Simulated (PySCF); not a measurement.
Species: cyclopentadienethione, C5H4S.
Atom-mapped SMILES: `[S:1]=[C:2]1[CH:3]=[CH:4][CH:5]=[CH:6]1` (hydrogens: H7 on C3; H8 on C4; H9 on C5; H10 on C6)

Linear response at PBE0/aug-cc-pVTZ (PySCF, frozen core in the response, non-relativistic). Isolated species at its PBE0-D3(BJ)/def2-TZVP geometry, gas phase.

Static isotropic polarisability: 81.47 au (12.07 Å³), principal values 49.4, 73.8, 121.2 au.

**Question.** What is the polarisability at 1064 nm and at the sodium D line?

**Answer.** 83.00 au at 1064 nm (+1.9 %), 87.20 au at 589.3 nm (+7.0 %). The lowest singlet lies at 772 nm (f = 0.000), near or inside this range; the response is undamped and has a pole at each allowed excitation.

**Question.** What is the isotropic C6 coefficient between two such molecules, C6 = (3/π)∫α(iω)² dω?

**Answer.** 2169 au (Eh·bohr⁶) by a ten-point quadrature over imaginary frequencies, which is 1300 eV·Å⁶ or 125 J·nm⁶/mol.

**Question.** Which effective excitation energy ω̄ makes London's formula C6 = (3/4)α²ω̄ exact here?

**Answer.** ω̄ = 4·C6/(3α²) = 0.436 Eh = 11.9 eV.

**Question.** What does −C6/R⁶ come to at R = 10 Å between centres?

**Answer.** -130 J/mol. This is the leading, orientation-averaged term; C8 and higher terms are left out.

**Question.** What three-body coefficient follows from the one-pole estimate C9 = (3/4)·α·C6?

**Answer.** 133000 au. This is an estimate from the two numbers above, not a computed integral.

**Question.** How many electrons N does the Slater–Kirkwood formula C6 = (3/4)·√N·α^(3/2) need to give this C6?

**Answer.** N = (4·C6/3)²/α³ = 15.5; the species has 50 electrons in all.

**Question.** The lowest 10 singlets have (eV, f): 1.61, 0.000; 2.26, 0.000; 4.74, 0.381; 5.49, 0.006; 5.91, 0.030; 5.99, 0.000; 6.02, 0.000; 6.06, 0.000; 6.21, 0.000; 6.31, 0.027. What share of the static polarisability do they carry in the sum over states α = Σ f/ω²?

**Answer.** 13.89 au, 17.0 % of α; the largest term, 12.58 au, is that of the state at 4.74 eV. Their oscillator strengths add up to 0.44. Higher states carry the rest.

**Question.** How anisotropic is the static polarisability, by Δα² = ½[(α1 − α2)² + (α2 − α3)² + (α3 − α1)²]?

**Answer.** Δα = 63.3 au, or 0.78 of the isotropic value.
